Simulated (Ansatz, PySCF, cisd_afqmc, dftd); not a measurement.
System: CS, charge 0, singlet. CS (methanidylidynesulfanium, SMILES [C-]#[S+]).
B3LYP-D3(BJ)/def2-TZVP minimum from Ansatz (a first-principles code):
```xyz
2

C      0.0000     0.0000    -1.1142
S      0.0000     0.0000     0.4178
```
Charge 0, spin multiplicity 1.

Property: enthalpy of formation at 298 K (by atomisation, with ideal-gas terms from PySCF's Hessian at B3LYP-D3(BJ)/def2-TZVP and the atoms' measured values of the G2/97 table; no spin-orbit terms), in kcal/mol. Open shells are spin-unrestricted; no spin-orbit coupling. Cores are frozen in correlated methods. Rows without X2C or -DK are non-relativistic. AFQMC/CISD: phaseless, guided by CISD from CCSD amplitudes; bars are statistical, one sigma. Outlying blocks are dropped, and bars are widened where a walk drifts. Over all cases where full CI ran beside it in this data, AFQMC minus full CI had a median of +0.1 mEh and passed +0.4 mEh in a tenth of the cases. CBS(X,Y): correlation extrapolated as X^-3, Hartree-Fock from the larger set (Q,5: extrapolated as (X+1)exp(-9√X)). A bracket is a step between two methods taken in the basis named. The functionals are non-relativistic, so their misses hold any scalar relativity. '+ core + X2C': CCSD(T) terms for core correlation (cc-pwCVTZ, 1s frozen past Ne) and scalar relativity (cc-pVTZ-DK). The T1 diagnostic of CS ([C-]#[S+], singlet) reaches 0.025 in the sets run.

Measured: 66.9 kcal/mol, 279.9 kJ/mol (G2/97 table in ASE (Curtiss et al.)); atomic spin-orbit terms, which the calculations lack, would raise the computed values.

```
level                                                                                                                          program  enthalpy of formation at 298 K (kcal/mol)  error against that value
----------------------------------------------------------------------------------------------------------------------  --------------  -----------------------------------------  ------------------------
HF/CBS(cc-pV(Q+d)Z,cc-pV(5+d)Z)                                                                                                 Ansatz                                      140.9                      74.0
PBE0-D4/def2-TZVPD                                                                                                      Ansatz + dftd4                                       69.7                       2.8
MP2/CBS(cc-pV(Q+d)Z,cc-pV(5+d)Z)                                                                                                Ansatz                                       58.6                      -8.3
CCSD(T)/cc-pV(5+d)Z                                                                                                             Ansatz                                       69.0                       2.1
CCSDT(Q)/cc-pV(T+d)Z                                                                                                            Ansatz                                       74.4                       7.5
CCSDT(Q)/cc-pV(5+d)Z                                                                                                            Ansatz                                       68.5                       1.6
CCSDTQ/cc-pV(D+d)Z                                                                                                              Ansatz                                       82.6                      15.7
AFQMC/CISD/cc-pV(T+d)Z                                                                                                      cisd_afqmc                                 74.7 ± 0.3                       7.8
AFQMC/CISD/cc-pV(Q+d)Z                                                                                                      cisd_afqmc                                 70.7 ± 0.3                       3.8
CCSD(T)/CBS(cc-pV(Q+d)Z,cc-pV(5+d)Z) + [CCSDT(Q) - CCSD(T)]/cc-pV(T+d)Z + core + X2C                                            Ansatz                                       66.1                      -0.8
CCSD(T)/CBS(cc-pV(Q+d)Z,cc-pV(5+d)Z) + [CCSDT(Q) - CCSD(T)]/cc-pV(5+d)Z + [CCSDTQ - CCSDT(Q)]/cc-pV(D+d)Z + core + X2C          Ansatz                                       66.2                      -0.7
```
